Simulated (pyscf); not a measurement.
Single points on ωB97X-D3(BJ)/def2-SVP structures (PySCF, gas phase).

How much does it cost (ΔH, 298 K, ωB97M-D3(BJ)/def2-TZVP) to split `[F][WH]([F])([F])=[Se]` at its H–W bond into [F–W(F)(F)=Se]• + H•?

H–W to [F–W(F)(F)=Se]• + H•: 2.74 eV. The 7 functionals that were run give +2.59 (M06-2X) to +2.84 eV (r²SCAN). The radicals are drawn with the spin at the cut bond; how far it spreads was not checked. Other isomers of [F–W(F)(F)=Se]• were not searched in full and may lie lower. Open-shell species with a d-block atom are single-reference here; other states, and whether the spin sits on metal or ligand, were not checked. Elements up to Kr have no core potential and no relativistic terms here. Elements past Kr carry the def2 core potentials, without spin-orbit coupling.
